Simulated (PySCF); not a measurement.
# N: ionisation energy

N [He] 2s2 2p3 (4S) → N⁺ [He] 2s2 2p2 (3P), as a difference of total energies. All numbers are calculated (PySCF 2.14, the non-relativistic Hamiltonian (point nucleus), in aug-cc-pVTZ with one added diffuse shell each of s, p, d, f type (6s5p4d3f, 62 functions)). Correlated levels: valence: 1s2 frozen. The calculations carry no spin-orbit coupling.

```tsv
method	ionisation energy (eV)	plus first-order spin-orbit estimate	error of that sum (eV)
UHF	13.896	13.884	-0.650
LDA	15.008	14.997	+0.463
PBE	14.733	14.721	+0.187
PBE0	14.704	14.693	+0.159
r2SCAN	14.810	14.798	+0.264
B97-3	14.567	14.555	+0.021
MN15	14.563	14.552	+0.018
BP86	14.756	14.744	+0.210
r2SCANh	14.789	14.777	+0.243
MP2 (valence)	14.589	14.578	+0.044
SCS-MP2 (valence)	14.331	14.320	-0.214
```

Reference: 14.534 eV (measured; NIST Atomic Spectra Database, ionization energies).

A first-order spin-orbit estimate (lowest level to lowest level, LS coupling) adds -0.011 eV.

Errors of the correlated levels include the incompleteness of this basis and the frozen core.
